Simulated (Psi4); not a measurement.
# CH3ClSi (SMILES C[Si]Cl): a chain of runs

Wanted: a geometry optimisation (CAM-B3LYP-D3(BJ)/6-311G**), then the harmonic vibrations, then the vertical excitations (TDA-CAM-B3LYP/6-311G**) of CH3ClSi. 

The calculation is run with Psi4 1.11.

## Step 1: The structure to begin with

CH3ClSi: 6 atoms, total charge 0, spin state singlet. As SMILES, `C[Si]Cl`. The coordinates come from a PBE0-D4/def2-TZVP relaxation. The run starts from this shape.

Bond lengths: C1–Si2 1.887 Å, Si2–Cl3 2.093 Å, C1–H4 1.096 Å, C1–H5 1.093 Å, C1–H6 1.096 Å. Angles: C1–Si2–Cl3 98.3°, Si2–C1–H4 110.2°, Si2–C1–H5 111.6°, Si2–C1–H6 110.2°, H4–C1–H5 109.0°, H4–C1–H6 106.7°, H5–C1–H6 109.0°.

## Step 2: A structure relaxation at CAM-B3LYP-D3(BJ)/6-311G(d,p) (density fitting) (run 1)

job.in reads:

```
memory 1.6 GB

molecule {
  0 1
  C     -0.79538573     0.71091497    -0.33467050
  Si     0.43123550    -1.21339314     2.40581033
  Cl     3.51054422    -2.89865090     0.58298051
  H      0.66858510     2.01407010    -1.00420046
  H     -2.47308458     1.79505085     0.18916159
  H     -1.26252602    -0.52912331    -1.92638681
  units bohr
  symmetry c1
}

set {
  basis 6-311G**
  geom_maxiter 60
}

optimize("cam-b3lyp-d3(bj)")
print_variables()
```

Command:

```
psi4 -i job.in -o job.out -n 1
```

job.out:

```text
[...]
  Running in c1 symmetry.
[...]
  Nuclear repulsion =  128.153233365116392
[...]
  Multiplicity = 1
[...]
  Nalpha       = 20
  Nbeta        = 20
[...]
    Number of basis functions: 88
[...]
   @DF-RKS iter   1:  -789.43771491415737   -3.45998e-01   7.71149e-03 ADIIS/DIIS
[...]
   @DF-RKS iter   8:  -789.63552984040871   -1.70530e-12   4.31934e-09 DIIS
[...]
  @DF-RKS Final Energy:  -789.63552984040871
   => Energetics <=
    Nuclear Repulsion Energy =            127.5057276273697653
    One-Electron Energy =               -1343.4146052797336779
    Two-Electron Energy =                 468.5011078383622021
    DFT Exchange-Correlation Energy =     -42.2237813465740714
    Empirical Dispersion Energy =          -0.0039786798329650
    VV10 Nonlocal Energy =                  0.0000000000000000
    Total Energy =                       -789.6355298404087080
[...]
  -Total Gradient:
     Atom            X                  Y                   Z
    ------   -----------------  -----------------  -----------------
       1       -0.000003006352    -0.000067392274    -0.000040694294
       2       -0.000005364264     0.000021491634     0.000029897835
       3       -0.000014939087    -0.000009577590     0.000064365744
       4        0.000023290025    -0.000008619911     0.000025132176
       5        0.000007627495     0.000003249297     0.000005958447
       6        0.000004411946     0.000017438137     0.000009158663
[...]
```

Standard output:

```text
Optimizer: Optimization complete!
```

It took 29 s on 1 thread of Intel Xeon 6975P-C (Granite Rapids), shared host; peak memory 0.6 GiB.

Step by step:

```tsv
step	energy from the first frame kept (eV)	largest force (eV/Å)
0	0.0000	0.2999
1	-0.0025	0.1278
2	0.0182	0.3980
3	0.0040	0.1835
4	-0.0022	0.1556
5	-0.0031	0.0080
6	-0.0031	0.0041
```

After the run. Bond lengths: C1–Si2 1.888 Å, Si2–Cl3 2.113 Å, C1–H4 1.095 Å, C1–H5 1.092 Å, C1–H6 1.095 Å. Angles: C1–Si2–Cl3 97.9°, Si2–C1–H4 110.6°, Si2–C1–H5 111.4°, Si2–C1–H6 110.7°, H4–C1–H5 108.7°, H4–C1–H6 106.4°, H5–C1–H6 108.8°.

## Step 3: The harmonic vibrations at CAM-B3LYP-D3(BJ)/6-311G(d,p) (density fitting) (run 2)

calc.dat reads:

```
memory 1.6 GB

molecule mol {
  C     -0.420141     0.378610    -0.177515
  Si     0.219604    -0.638385     1.278555
  Cl     1.864349    -1.538233     0.304554
  H      0.351134     1.071160    -0.531462
  H     -1.308114     0.952870     0.095991
  H     -0.667143    -0.269835    -1.024812
  symmetry c1
}

set basis 6-311G**
set reference rks
set t 400.0
set rotational_symmetry_number 1

e, wfn = frequencies('cam-b3lyp-d3bj2b', return_wfn=True)
print_variables()
```

Command:

```
psi4 calc.dat calc.out -n 1
```

calc.out:

```text
[...]
  Running in c1 symmetry.
[...]
  Nuclear repulsion =  127.505724592992095
[...]
  Multiplicity = 1
[...]
  Nalpha       = 20
  Nbeta        = 20
[...]
    Number of basis functions: 88
[...]
   @DF-RKS iter   1:  -789.43764162312402   -3.62660e-01   7.71465e-03 ADIIS/DIIS
[...]
   @DF-RKS iter  11:  -789.63552805114887   -6.02540e-12   4.11038e-09 DIIS
[...]
  @DF-RKS Final Energy:  -789.63552805114887
   => Energetics <=
    Nuclear Repulsion Energy =            127.4983927714388301
    One-Electron Energy =               -1343.4009481979626344
    Two-Electron Energy =                 468.4942663611089984
    DFT Exchange-Correlation Energy =     -42.2232603607960328
    Empirical Dispersion Energy =          -0.0039786249379734
    VV10 Nonlocal Energy =                  0.0000000000000000
    Total Energy =                       -789.6355280511488672
[...]
  -Total Gradient:
     Atom            X                  Y                   Z
    ------   -----------------  -----------------  -----------------
       1        0.000341343233     0.000310069831     0.000487642459
       2       -0.000040440110     0.000048853872     0.000097297017
       3       -0.000026721294     0.000006382737     0.000052210594
       4        0.000038019858    -0.000054515509    -0.000020022863
       5       -0.000204377852     0.000157985734     0.000237572563
       6       -0.000095936774    -0.000512070477    -0.000760879634
[...]
  ==> Harmonic Vibrational Analysis <==
[...]
  Freq [cm^-1]                 95.8761             238.6770            478.9889
[...]
  Freq [cm^-1]                 595.3490            671.1813            796.6218
[...]
  Freq [cm^-1]                1288.4221           1437.6652           1451.2792
[...]
  Freq [cm^-1]                3029.8262           3100.4279           3125.5836
[...]
```

On the terminal:

```text
Warning: used thermodynamics relations inappropriate for low-frequency modes: ['95.8761' '238.6770' '478.9889' '595.3490']
```

It took 2.2 min on 1 thread of Intel Xeon 6975P-C (Granite Rapids), shared host; peak memory 0.58 GiB.

## Step 4: The excited states at TDA-CAM-B3LYP/6-311G(d,p) (density fitting, save jk yes) (run 3)

calc.dat reads:

```
memory 1.6 GB

molecule {
  0 1
  C
  Si 1 R2
  Cl 2 R3 1 A3
  H 1 R4 2 A4 3 D4
  H 1 R5 4 A5 2 D5
  H 1 R6 5 A6 4 D6

  R2 = 1.887774
  R3 = 2.112721
  A3 = 97.91405
  R4 = 1.09534
  A4 = 110.563
  D4 = -59.10232
  R5 = 1.09228
  A5 = 108.71957
  D5 = 122.64312
  R6 = 1.095173
  A6 = 108.76358
  D6 = -115.5239
}

set basis 6-311G**
set save_jk true

from psi4.driver.procrouting.response.scf_response import tdscf_excitations
E, wfn = energy('cam-b3lyp', return_wfn=True)
states = tdscf_excitations(wfn, states=6, tda=True)
print_variables()
```

Command:

```
psi4 -i calc.dat -o calc.out -n 1
```

calc.out:

```text
[...]
  Running in c1 symmetry.
[...]
  Nuclear repulsion =  127.505737085734040
[...]
  Multiplicity = 1
[...]
  Nalpha       = 20
  Nbeta        = 20
[...]
    Number of basis functions: 88
[...]
   @DF-RKS iter   1:  -789.43366297330397   -3.62660e-01   7.71464e-03 ADIIS/DIIS
[...]
   @DF-RKS iter   8:  -789.63155115674863   -3.13557e-08   6.63967e-07 DIIS
[...]
  @DF-RKS Final Energy:  -789.63155115674863
   => Energetics <=
    Nuclear Repulsion Energy =            127.5057370857340402
    One-Electron Energy =               -1343.4143873770283335
    Two-Electron Energy =                 468.5008744594163090
    DFT Exchange-Correlation Energy =     -42.2237753248707435
    Empirical Dispersion Energy =           0.0000000000000000
    VV10 Nonlocal Energy =                  0.0000000000000000
    Total Energy =                       -789.6315511567486283
[...]
 Multipole Moments:
 ------------------------------------------------------------------------------------
     Multipole            Electronic (a.u.)      Nuclear  (a.u.)        Total (a.u.)
 ------------------------------------------------------------------------------------
 L = 1.  Multiply by 2.5417464519 to convert [e a0] to [Debye]
 Dipole X            :         -0.0026756            0.0026940            0.0000185
 Dipole Y            :         -2.9924440            3.6772334            0.6847894
 Dipole Z            :          5.6007630           -6.1974869           -0.5967239
 Magnitude           :                                                    0.9083039
[...]
                                    Excitation Energy         Total Energy        Oscillator Strength             Rotatory Strength
[...]
Excited State    1 (1 A):   0.11388 au   400.10 nm f = 0.0396
[...]
Excited State    3 (1 A):   0.21955 au   207.53 nm f = 0.0296
[...]
```

Wall time 11 s (1 thread of Intel Xeon 6975P-C (Granite Rapids), shared host); peak memory 0.54 GiB.

The roots found:

```tsv
excited state	energy (eV)	strength	label
1	3.099	0.0396	A 1
2	5.465	0.0118	A 1
3	5.974	0.0296	A 1
4	6.300	0.0029	A 1
5	6.455	0.2622	A 1
6	7.355	0.3245	A 1
```

## Step 5: What came out

| quantity | value |
| --- | --- |
| run 1, CAM-B3LYP-D3(BJ)/6-311G**: total energy at the end | -789.63553 Eh |
| run 1, CAM-B3LYP-D3(BJ)/6-311G**: dipole moment | 2.31 D |
| run 1, CAM-B3LYP-D3(BJ)/6-311G**: HOMO energy | -8.12 eV |
| run 1, CAM-B3LYP-D3(BJ)/6-311G**: LUMO energy | -1.60 eV |
| run 1, CAM-B3LYP-D3(BJ)/6-311G**: HOMO–LUMO gap | 6.52 eV |
| run 1, CAM-B3LYP-D3(BJ)/6-311G**: dispersion energy | -10.45 kJ/mol |
| run 2, CAM-B3LYP-D3(BJ)/6-311G**: lowest harmonic wavenumber | 96 cm⁻¹ |
| run 2, CAM-B3LYP-D3(BJ)/6-311G**: highest harmonic wavenumber | 3126 cm⁻¹ |
| run 2, CAM-B3LYP-D3(BJ)/6-311G**: zero-point energy | 97.6 kJ/mol |
| run 2, CAM-B3LYP-D3(BJ)/6-311G**: ideal-gas entropy at 400 K (symmetry number 1 as used) | 75.7 cal/(mol K) |
| run 3, TDA-CAM-B3LYP/6-311G**: ground-state or mean-field energy | -789.63155 Eh |
| run 3, TDA-CAM-B3LYP/6-311G**: dipole moment (CAM-B3LYP Kohn–Sham density) | 2.31 D |
| run 3, TDA-CAM-B3LYP/6-311G**: HOMO energy (CAM-B3LYP Kohn–Sham orbitals) | -8.12 eV |
| run 3, TDA-CAM-B3LYP/6-311G**: LUMO energy (CAM-B3LYP Kohn–Sham orbitals) | -1.60 eV |
| run 3, TDA-CAM-B3LYP/6-311G**: HOMO–LUMO gap (CAM-B3LYP Kohn–Sham orbitals) | 6.52 eV |
| run 3, TDA-CAM-B3LYP/6-311G**: lowest excitation energy | 3.10 eV |

In words: The optimisation (run 1, CAM-B3LYP-D3(BJ)/6-311G**) took 7 steps and changed the energy by -0.003 eV. All 12 modes (run 2, CAM-B3LYP-D3(BJ)/6-311G**) are real, so the shape is a minimum at this level. The brightest of the 6 transitions from the ground state lies at 7.36 eV (169 nm, f = 0.325); the lowest, at 3.10 eV, has f = 0.040.
